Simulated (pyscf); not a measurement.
Optimised with ωB97X-D3(BJ)/def2-SVP in PySCF.

SMILES: C(C=C)CO
```xyz
13

C      0.7959    -0.6169     1.7446
C      0.3799    -0.4774     0.4826
C      0.3958     0.8161    -0.2865
C     -1.0045     1.4418    -0.3343
O     -1.4775     1.7744     0.9468
H      1.2449     0.2210     2.2906
H      0.7223    -1.5739     2.2706
H     -0.0641    -1.3431    -0.0284
H      1.0842     1.5317     0.1922
H      0.7512     0.6430    -1.3165
H     -0.9746     2.3760    -0.9175
H     -1.6985     0.7530    -0.8608
H     -1.3714     0.9914     1.5029
```

### Question
What is the homolytic dissociation enthalpy (298 K, ωB97M-D3(BJ)/def2-TZVP) of the C–O bond of H₂C=CH–CH₂–CH₂–OH, to •H₂C–CH₂–CH=CH₂ + OH•?

### Answer
C–O to •H₂C–CH₂–CH=CH₂ + OH•: 395.9 kJ/mol. The 7 functionals that were run give +370.8 (r²SCAN) to +405.2 kJ/mol (M06-2X). The radicals are drawn with the spin at the cut bond; how far it spreads was not checked. H₂C=CH–CH₂–CH₂–OH lies 84.2 kJ/mol over its isomer H₃C–CH₂–C(CH₃)=O, and others may lie lower still (electronic energy, ωB97M-D3(BJ)). •H₂C–CH₂–CH=CH₂ lies 75.6 kJ/mol over its isomer •H₂C–CH=CH–CH₃, and others may lie lower still (electronic energy, ωB97M-D3(BJ)). Left out: the spin-orbit lowering of OH.
